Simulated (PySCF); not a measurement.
Compound: FHO.
Numbering: `[OH:1][F:2]` (hydrogens: H3 on O1)

Geometry (GFN2-xTB, Å), atoms numbered from 1 in this order:
```
atom  x, y, z in Å
O1    -0.192    0.464   -0.002
F2     1.027   -0.193   -0.012
H3    -0.824   -0.274    0.001
```

Method: PBE0/pcSseg-1 in PySCF (dipole) on a GFN2-xTB geometry, gas phase.

Masses are those of the commonest isotopes; rigid-rotor values at the optimised geometry. 

Q: Give the principal moments of inertia and the rotational constants in GHz.

A: Ia = 0.83, Ib = 17.61, Ic = 18.44 u·Å²; 505379 MHz·u·Å²/I gives 605787, 28704 and 27405 MHz, that is A = 605.79, B = 28.704, C = 27.405 GHz.

Q: What kind of rotor is it?

A: A near-prolate asymmetric top; Ray's κ = -0.996.

Q: Predict some low-J microwave lines.

A: The dipole components are |μa| = 1.05 D, |μb| = 1.76 D, |μc| = 0.00 D; the mirror of this Cs structure is the ab plane, so μc vanishes by symmetry and there are no c-type lines. Intensities carry the squares of the components, which stand as 0.35 : 1.00 (a : b). Some lines, for components of 0.1 D or more:

```json
{"type": "a", "branch": "Q", "J(Ka,Kc)": "1(1,0) ← 1(1,1)", "MHz": "1299", "lower level (cm⁻¹)": "21.121"}
{"type": "a", "branch": "Q", "J(Ka,Kc)": "2(1,1) ← 2(1,2)", "MHz": "3896", "lower level (cm⁻¹)": "24.821"}
{"type": "a", "branch": "R", "J(Ka,Kc)": "1(0,1) ← 0(0,0)", "MHz": "56109", "lower level (cm⁻¹)": "0.000"}
{"type": "a", "branch": "R", "J(Ka,Kc)": "2(1,2) ← 1(1,1)", "MHz": "110920", "lower level (cm⁻¹)": "21.121"}
{"type": "a", "branch": "R", "J(Ka,Kc)": "2(0,2) ← 1(0,1)", "MHz": "112217", "lower level (cm⁻¹)": "1.872"}
{"type": "a", "branch": "R", "J(Ka,Kc)": "2(1,1) ← 1(1,0)", "MHz": "113517", "lower level (cm⁻¹)": "21.164"}
{"type": "b", "branch": "Q", "J(Ka,Kc)": "1(1,0) ← 1(0,1)", "MHz": "578382", "lower level (cm⁻¹)": "1.872"}
{"type": "b", "branch": "Q", "J(Ka,Kc)": "2(1,1) ← 2(0,2)", "MHz": "579682", "lower level (cm⁻¹)": "5.615"}
{"type": "b", "branch": "R", "J(Ka,Kc)": "1(1,1) ← 0(0,0)", "MHz": "633192", "lower level (cm⁻¹)": "0.000"}
{"type": "b", "branch": "R", "J(Ka,Kc)": "2(1,2) ← 1(0,1)", "MHz": "688003", "lower level (cm⁻¹)": "1.872"}
{"type": "b", "branch": "Q", "J(Ka,Kc)": "2(2,0) ← 2(1,1)", "MHz": "1731251", "lower level (cm⁻¹)": "24.951"}
{"type": "b", "branch": "Q", "J(Ka,Kc)": "2(2,1) ← 2(1,2)", "MHz": "1735145", "lower level (cm⁻¹)": "24.821"}
{"type": "b", "branch": "R", "J(Ka,Kc)": "2(2,1) ← 1(1,0)", "MHz": "1844766", "lower level (cm⁻¹)": "21.164"}
{"type": "b", "branch": "R", "J(Ka,Kc)": "2(2,0) ← 1(1,1)", "MHz": "1846067", "lower level (cm⁻¹)": "21.121"}
```

GFN2-xTB frequencies: not computed here. Constants of a rigid frame at the computed geometry: no zero-point averaging, no centrifugal distortion.
